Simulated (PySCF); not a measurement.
Molecule: SMILES O=C(F)C1CC1, C$_{4}$H$_{5}$FO.

Molfile (atoms numbered from 1):
```
C4H5FO
     RDKit          3D

 11 11  0  0  0  0  0  0  0  0999 V2000
    1.8305    0.0788   -1.1849 O   0  0  0  0  0  0  0  0  0  0  0  0
    1.3314    0.7065   -0.3102 C   0  0  0  0  0  0  0  0  0  0  0  0
    1.9494    1.7804    0.2001 F   0  0  0  0  0  0  0  0  0  0  0  0
    0.0371    0.4601    0.3513 C   0  0  0  0  0  0  0  0  0  0  0  0
   -0.3749   -0.9863    0.5214 C   0  0  0  0  0  0  0  0  0  0  0  0
   -1.0552   -0.1537   -0.4966 C   0  0  0  0  0  0  0  0  0  0  0  0
   -0.2376    1.1761    1.1275 H   0  0  0  0  0  0  0  0  0  0  0  0
   -0.9040   -1.2355    1.4440 H   0  0  0  0  0  0  0  0  0  0  0  0
    0.3406   -1.7351    0.1731 H   0  0  0  0  0  0  0  0  0  0  0  0
   -2.0738    0.1932   -0.3088 H   0  0  0  0  0  0  0  0  0  0  0  0
   -0.8028   -0.3274   -1.5456 H   0  0  0  0  0  0  0  0  0  0  0  0
  1  2  2  0
  2  3  1  0
  2  4  1  0
  4  5  1  0
  5  6  1  0
  6  4  1  0
  4  7  1  0
  5  8  1  0
  5  9  1  0
  6 10  1  0
  6 11  1  0
M  END
```

Geometry PBE0-D3(BJ)/def2-SVP throughout; GIAO in PySCF, gas phase, one conformer, non-relativistic; equivalent atoms averaged; functional PBE0.

Question: How do the absolute shieldings σ depend on the basis set? (ppm; last column core-seconds on 1 thread of an Arm Neoverse V2, shared host)

Answer: 
```csv
basis set,functions,O1,C2,C5/C6,C4,F3,H7,H9/H11,H8/H10,core-s
STO-3G,35,-48.5,119.7,215.7,217.4,198.8,31.14,31.43,31.47,2.3
6-31G,64,-68.7,33.8,185.3,184.8,123.4,31.18,31.20,31.31,4.5
6-31G*,94,-26.6,35.8,181.2,182.0,146.5,30.72,30.76,30.90,6.5
def2-SVP,109,-37.0,29.8,181.4,182.5,149.2,30.19,30.41,30.50,7.3
"6-311+G(2d,p)",192,-57.9,14.3,173.6,174.1,129.5,30.03,30.37,30.56,16
def2-TZVP,216,-60.0,12.7,173.9,174.6,126.4,30.00,30.32,30.51,20
```

Question: Which nucleus moves most, in ppm?

Answer: C2 (carbonyl carbon): from 12.7 ppm with def2-TZVP to 119.7 ppm with STO-3G. The smallest spread is 0.97 ppm, at H8/H10. Proton shifts span only some 12 ppm, so a few tenths of a ppm matter as much there as several ppm in carbon.

Question: Taking the largest basis, def2-TZVP (216 functions), as the yardstick, rank the others by their worst heavy-atom deviation.

Answer: 6-311+G(2d,p) 3.1 ppm (192 functions), 6-31G 21.1 ppm (64 functions), def2-SVP 23.0 ppm (109 functions), 6-31G* 33.4 ppm (94 functions), STO-3G 107.0 ppm (35 functions).

A small basis that lands close on one nucleus may do so by chance; judge by the trend and by all nuclei.
